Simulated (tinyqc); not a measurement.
Ways to converge the cycle: SCF convergence aids in the sto-3g basis, for H2O, spin multiplicity 3. Computed by the program tinyqc with PySCF. 

Geometry (angstrom):

| atom | x | y | z |
|---|---|---|---|
| O | 0.0000 | 0.0000 | 0.0000 |
| H | 0.0000 | 1.0990 | 0.7310 |
| H | 0.0000 | -1.0990 | 0.7310 |

lowest solution found by these runs and by PySCF with stability checks = -74.726615 hartree

UHF with one setting changed at a time; a run stops when the energy changes by less than 1e-09 hartree and the error matrix is below 1e-5. The start is random orbitals. Damping d keeps d of the old density; a shift (hartree) raises the virtual levels; DIIS n extrapolates F over n matrices.

Largest element of the error matrix X^T (FDS - SDF) X:

| iteration | plain | damping 0.3 | damping 0.6 | shift 0.4 | DIIS 3 | DIIS 8 |
|---|---|---|---|---|---|---|
| 1 | 5.8e+00 | 5.8e+00 | 5.8e+00 | 5.8e+00 | 5.8e+00 | 5.8e+00 |
| 2 | 2.0e-01 | 1.8e+00 | 3.4e+00 | 2.6e-01 | 2.0e-01 | 2.0e-01 |
| 3 | 3.7e-02 | 5.7e-01 | 2.1e+00 | 8.7e-02 | 3.7e-02 | 3.7e-02 |
| 4 | 2.7e-02 | 1.9e-01 | 1.3e+00 | 5.6e-02 | 2.7e-02 | 2.7e-02 |
| 5 | 2.6e-02 | 6.2e-02 | 7.8e-01 | 4.4e-02 | 2.4e-02 | 2.4e-02 |
| 6 | 2.4e-02 | 2.6e-02 | 4.8e-01 | 3.4e-02 | 2.1e-02 | 2.1e-02 |
| 8 | 2.1e-02 | 2.4e-02 | 1.8e-01 | 2.3e-02 | 1.3e-02 | 1.1e-02 |
| 10 | 1.9e-02 | 2.2e-02 | 6.9e-02 | 2.2e-02 | 4.3e-03 | 1.7e-03 |
| 14 | 1.4e-02 | 1.9e-02 | 2.4e-02 | 1.9e-02 | 1.1e-03 | 1.1e-04 |
| 20 | 9.5e-03 | 1.4e-02 | 2.1e-02 | 1.5e-02 | 1.5e-04 | - |
| 30 | 4.5e-03 | 8.8e-03 | 1.6e-02 | 1.0e-02 | 1.7e-05 | - |
| 45 | 1.4e-03 | 4.0e-03 | 1.1e-02 | 5.0e-03 | - | - |
| 60 | 4.4e-04 | 1.8e-03 | 7.0e-03 | 2.4e-03 | - | - |

How each run ends:

| run | iterations | E (hartree) | state |
|---|---|---|---|
| plain | >60 | -74.726611 | falls steadily but slowly, by a factor of about 0.93 a step |
| damping 0.3 | >60 | -74.726541 | falls steadily but slowly, by a factor of about 0.95 a step |
| damping 0.6 | >60 | -74.725459 | falls steadily but slowly, by a factor of about 0.97 a step |
| shift 0.4 | >60 | -74.726483 | falls steadily but slowly, by a factor of about 0.95 a step |
| DIIS 3 | 35 | -74.726615 | lowest found |
| DIIS 8 | 19 | -74.726615 | lowest found |

2 of 6 runs reach the lowest solution found, in 19 to 35 iterations (fastest: DIIS 8). Not converged: plain, damping 0.3, damping 0.6, shift 0.4. DIIS 3 and DIIS 8 gain by cancelling the error over several earlier matrices, much as a quasi-Newton step does.
